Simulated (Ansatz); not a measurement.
## How far each method lies from RCCSDT(Q) for CH$_{2}$Cl$_{2}$, singlet

Geometry: MP2(full)/6-31G*, from the G2/97 set.

```yaml
atoms:
  - { symbol: C, position_ang: [0.0000, 0.0000, 0.7994] }
  - { symbol: Cl, position_ang: [0.0000, 1.4742, -0.1757] }
  - { symbol: Cl, position_ang: [0.0000, -1.4742, -0.1757] }
  - { symbol: H, position_ang: [-0.8946, 0.0000, 1.4166] }
  - { symbol: H, position_ang: [0.8946, 0.0000, 1.4166] }
```

Basis 6-31G* (Cartesian d functions); Ansatz 0.2.0. Only valence electrons are correlated (noble-gas cores frozen), which leaves 20 electrons in 46 orbitals. R marks a restricted (for open shells ROHF) determinant. Active spaces: valence = (16e, 12o, short of the full valence) chosen from the atoms' valence shells.

Full CI isn't at hand for all of this; RCCSDT(Q) serves as the reference, and is uncertain by about the last step of the cluster series.

- UHF ⟨S²⟩: 0.000
- T1 diagnostic (RCCSD): 0.0078
- largest doubles amplitude (RCCSD): 0.047

```csv
level,E − E(RHF) (eV)
RMP2,-10.6409
RCCSD,-11.5903
RCCSD(T),-11.9032
```

**Question.** Estimate how far RCCSDT(Q) in 6-31G* lies from RCCSD(T). The table doesn't fix it; the size of (T) and the diagnostics are the guide.

**Answer.** RCCSDT(Q) in 6-31G* lies 3.6 kJ/mol below RCCSD(T), which is 12 % of the (T) step (-30.2 kJ/mol). The diagnostics are small and one determinant leads, so the series closes fast and only a small part of (T) is left.

The other levels:

```csv
level,E − E(RCCSDT(Q)) (kJ/mol),share of correlation (%),wall time
CISD,157.7,86.31,2.9 s
BCCD(T),3.4,99.71,1.1 s
RCCSDT,1.7,99.85,–
CASSCF (valence space),909.6,21.05,–
NEVPT2 (valence space),169.8,85.26,3.1 s (H100)
MRCISD (valence space),98.2,91.48,–
MRCISD+Q (valence space),12.2,98.94,7.5 s (H100)
```

The correlation energy at RCCSDT(Q), counted from RHF, is -11.940 eV. That run took 2.5 s on 5 threads of AMD EPYC 7R13 with a whole H100 80 GB, shared host.

Times hold each run's SCF and search for its determinant on a shared host, so for small cases they say little of a method's own cost; rows without a card ran on 1 thread of AMD EPYC 7R13.

Natural occupations of CASSCF (valence space) about the gap: 1.999 1.982 1.976 1.971 1.970 0.034 0.028 0.022 0.020; effectively unpaired electrons, Σ n²(2−n)², 0.02.

Atomization energy (electronic, same basis, no zero-point term; atoms at the same level, unrestricted beside the R rows where the molecule is a closed shell, with restricted open-shell steps beyond CCSDT(Q)) at RCCSDT(Q): 1398.4 kJ/mol. Errors of other levels:

```
   level  error (kJ/mol)
     RHF          -317.5
    RMP2            23.8
    CISD          -125.6
   RCCSD           -20.9
RCCSD(T)            -1.1
 BCCD(T)            -0.7
  RCCSDT            -1.2
```

This basis is far from its limit, so the value isn't to be set against a measured one. Truncated CI isn't size-consistent, which counts against it in atomization.
